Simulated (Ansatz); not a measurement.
Cubic perovskite KTaO₃ was calculated with HSE06 (PAW; Ansatz, an electronic-structure program).

Run with plane-wave cutoff 500 eV, 6×6×6 k mesh, gaussian smearing 0.02 eV, scalar-relativistic PAW data made under PBE.

Cell (relaxed at this level):

```
KTaO3
1.0
    3.98622     0.00000     0.00000
    0.00000     3.98622     0.00000
    0.00000     0.00000     3.98622
K Ta O
1 1 3
Direct
  0.00000   0.00000   0.00000
  0.50000   0.50000   0.50000
  0.50000   0.00000   0.50000
  0.00000   0.50000   0.50000
  0.50000   0.50000   0.00000
```

Give the computed band gap.


* **band gap**: 3.59 eV (on the SCF k mesh)

Measured, for comparison: band gap 3.64 eV (temperature not stated, no zero-point or thermal correction, indirect; as tabulated in Himmetoglu and Janotti (2016), arXiv:1601.06205).

Spin–orbit coupling is not included.

Computed values are for the static lattice.

The result took about 11 core-minutes (a rough figure).
